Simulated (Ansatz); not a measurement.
Input for Ansatz (development build ahead of 0.2.0):

```yaml
crystal:
  periodic: [false, false, false]
  atoms:
    - { symbol: Na, position_ang: [0.0, 0.0, 0.0] }
    - { symbol: O, position_ang: [0.0, 0.0, 4.176] }
    - { symbol: O, position_ang: [0.0, 4.1126, -0.7252] }
basis:
  gaussian: { orbitals: pcseg-2 }
magnetization:
  spin_polarized: true
  initial_magnetization: 1
hamiltonian:
  xc: pbe
```

The input is written out in the form of the current development build from the run's settings.

Output:

```yaml
Converged: yes
Total_energy: -312.24439 hartree
Spin_squared_of_the_determinant: 1.802
Stability_test: minimum
```

Caution: charge can spread falsely over distant fragments; the unrestricted determinant is a mixture of spin states.
